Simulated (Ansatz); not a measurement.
## CCSD(T) forces

CH₂Cl (charge -1), singlet, displaced at random from a GFN2-xTB minimum.

```json
{"atom": "C1", "x (Å)": "0.3025", "y (Å)": "-0.3690", "z (Å)": "0.1827"}
{"atom": "Cl2", "x (Å)": "-0.4417", "y (Å)": "1.3690", "z (Å)": "0.7939"}
{"atom": "H3", "x (Å)": "-0.5818", "y (Å)": "-0.8978", "z (Å)": "-0.1711"}
{"atom": "H4", "x (Å)": "0.8612", "y (Å)": "-0.2372", "z (Å)": "-1.0032"}
```

Computed with Ansatz 0.2.0 (basis: def2-TZVPPD); correlated methods freeze the cores.

CCSD(T) forces from the calculation:
| atom | Fx | Fy | Fz (eV/Å) |
| --- | --- | --- | --- |
| C1 | 2.036 | 0.022 | -2.075 |
| Cl2 | 0.192 | -0.503 | -0.697 |
| H3 | -0.838 | 0.035 | 0.004 |
| H4 | -1.390 | 0.447 | 2.768 |

Root-mean-square difference of the force components from those of CCSD(T): PBE0-D4 0.096; wB97M-V 0.096; r2SCAN-D4 0.039; PBE-D4 0.148; LC-wPBE 0.261; BLYP-D4 0.186 eV/Å.

T1 diagnostic: at most 0.015. These are differences at one structure, and CCSD(T) in triple zeta is itself an approximation.

For scale, one of the runs: CCSD(T)/def2-TZVPPD forces, 122 basis functions (an equivalent command: `ansatz run in.yaml --threads 4`). The run took 11 s on 4 CPU threads (shared host), with 0.89 GiB of host memory at its peak.
